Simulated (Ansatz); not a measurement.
**Relaxing Nb**

The calculation used DFT PBEsol, scalar-relativistic, plane waves, PAW in Ansatz 0.2.0. Cutoff 420 eV, Γ-centred k mesh, Gaussian smearing, no spin polarisation in the final step.

Nb was placed on the samarium (9R) structure type (R-3m, No. 166), at a guessed volume.

```xyz
3
Lattice="1.5607 0.9011 7.5427 -1.5607 0.9011 7.5427 0.0000 -1.8021 7.5427" Properties=species:S:1:pos:R:3 pbc="T T T"
Nb    0.0000    0.0000    0.0000
Nb    0.0000    0.0000    5.0284
Nb    0.0000    0.0000   17.5996
```

Cell and atoms relax at zero pressure; the relaxation can't lower the symmetry of the start. After a coarse first stage the cell is made exact in the group found at 0.06 Å.

Energies count from the standard state of Nb at the same level.

Problem. What does it relax into?

Solution. It keeps R-3m (No. 166). The result has the samarium (9R) structure. Conventional cell: a = 2.828 Å, c = 23.428 Å. Around Nb on Wyckoff site a (1 atom of the primitive cell) lie 6 Nb at 2.83 Å and 6 Nb at 3.07 Å; Nb on Wyckoff site c (2 atoms of the primitive cell) has 6 Nb at 2.83 Å and 6 Nb at 3.07 Å.

```cif
data_structure
_symmetry_space_group_name_H-M 'R-3m:H'
_symmetry_Int_Tables_number 166
_cell_length_a 2.8279
_cell_length_b 2.8279
_cell_length_c 23.4285
_cell_angle_alpha 90.000
_cell_angle_beta 90.000
_cell_angle_gamma 120.000
_cell_volume 162.26
loop_
_atom_site_label
_atom_site_type_symbol
_atom_site_symmetry_multiplicity
_atom_site_Wyckoff_symbol
_atom_site_fract_x
_atom_site_fract_y
_atom_site_fract_z
_atom_site_occupancy
Nb1 Nb 3 a 0.00000 0.00000 0.00000 1
Nb2 Nb 6 c 0.33333 0.66667 0.88894 1
```

Problem. What are its volume, energy, density and gap?

Solution. The volume per atom is 18.03 Å³ and the density is 8.56 g/cm³. The energy over the standard structure is 0.31 eV/atom and the gap on the 18×18×18 mesh is 0 eV (a metal).

The final run used a 18×18×18 mesh on its 3-atom cell and 0.10 eV smearing. For metals, differences of a few meV/atom aren't resolved. Symmetry constrained the relaxation, so the result can be a saddle point.

This form isn't the element's structure at ambient conditions.